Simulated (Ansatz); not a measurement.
The end point of a relaxation of HfN. These are r2SCAN (plane waves to 500 eV, PAW, scalar-relativistic; Ansatz, a program for electronic structure) values and carry that method's errors.

```
CELL_PARAMETERS angstrom
      0.00000     2.26297     2.26297
      2.26297     0.00000     2.26297
      2.26297     2.26297     0.00000
ATOMIC_POSITIONS crystal
  N  0.00000 0.00000 0.00000
  Hf 0.50000 0.50000 0.50000
```

Q: Find the space group and the Wyckoff positions (tolerance 0.01 Å).

A: Space group Fm-3m (No. 225); a = b = c = 4.5259 Å, α = β = γ = 90.00°

| atom | site | symmetry | x | y | z |
|---|---|---|---|---|---|
| N | 4a | m-3m | 0.0000 | 0.0000 | 0.0000 |
| Hf | 4b | m-3m | 0.5000 | 0.5000 | 0.5000 |

This is the rock salt type.

Q: Give the shortest distances between elements (the closest pairs, up to four, under 3.6 Å).

A: Hf–N 2.26 Å; Hf–Hf 3.20 Å; N–N 3.20 Å.

```json
{
 "volume_per_atom": "11.59 Å³",
 "band_gap": "no gap (metallic)"
}
```

No spin polarisation in the result. The relaxed primitive cell holds an odd number of electrons. A magnetic state may lie lower.

Measured for HfN: a 4.519 Å (0 K or low temperature; as listed in Guo-Xu Zhang et al., New Journal of Physics (2018)). Computed minus measured — a: r2SCAN +0.2 %. The computed values are for a static lattice.

The run could not lose the symmetry of its start.

All atoms sit on sites fixed by symmetry, so only the cell could relax.
